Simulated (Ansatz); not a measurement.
For bcc V, r²SCAN+rVV10 in Ansatz (plane waves, PAW) gives:

- equilibrium lattice constant a: 2.975 Å
- bulk modulus: 197 GPa

Problem. What does Hartree–Fock (Ansatz, an electronic-structure program, plane waves, PAW) give for the same quantities?

Solution. 
- lattice constant a: 3.005 Å (increases by 1.0 %)
- bulk modulus: 260 GPa (goes up by 32 %)

For comparison: lattice constant a 3.021 Å (measured, static lattice: zero-point anharmonic expansion removed; as tabulated in Mejia-Rodriguez and Trickey (2018), arXiv:1807.09216); bulk modulus 161 GPa (measured, corrected for temperature and zero-point phonon effects, our sources range from 159 to 166; as tabulated in Levämäki et al. (2014), arXiv:1402.3671).

Changes are worked out from the printed values.

Unless a cell is named, each level is at its own relaxed cell (r²SCAN+rVV10 13.17, Hartree–Fock 13.56 Å³/atom).

The crystal itself was run without spin with r²SCAN+rVV10, Hartree–Fock; a magnetic state was not tried in these runs.

Ansatz's density-functional and Hartree–Fock values are scalar-relativistic unless marked +SOC, with PAW data made under PBE.
